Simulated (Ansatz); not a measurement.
Species: C3H5, charge 0, doublet. C3H5 (SMILES [CH]=CC, doublet).
B3LYP-D3(BJ)/def2-TZVP minimum from Ansatz (a first-principles code):
```
C
C 1 1.3043
H 2 1.0780 1 138.15
H 1 1.0957 2 118.15 3 0.00
C 1 1.5031 4 115.65 2 -180.00
H 5 1.0889 1 111.21 4 -180.00
H 5 1.0931 6 108.64 1 121.90
H 5 1.0931 6 108.64 7 116.19
```
Charge 0, spin multiplicity 2.

Total energies in cc-pVDZ, 17 correlated electrons, 3 frozen orbitals. Radicals and triplets start from unrestricted determinants; spin-orbit coupling is neglected. Cores are frozen in correlated methods. No relativity. The UHF reference of C3H5 ([CH]=CC, doublet) is spin-contaminated (<S^2> up to 0.18 over the pure value in the sets run).

```
method    program  energy (Eh)  minus CCSDT(Q) (mEh)
--------  -------  -----------  --------------------
HF         Ansatz   -116.43915                438.31
MP2        Ansatz   -116.81179                 65.67
CCSD       Ansatz   -116.86155                 15.91
CCSD(T)    Ansatz   -116.87515                  2.32
CCSDT(Q)   Ansatz   -116.87746                  0.00
```

Rough core times of Ansatz's runs on a shared machine: CCSD(T) under 20 s, CCSDT(Q) 10 min.
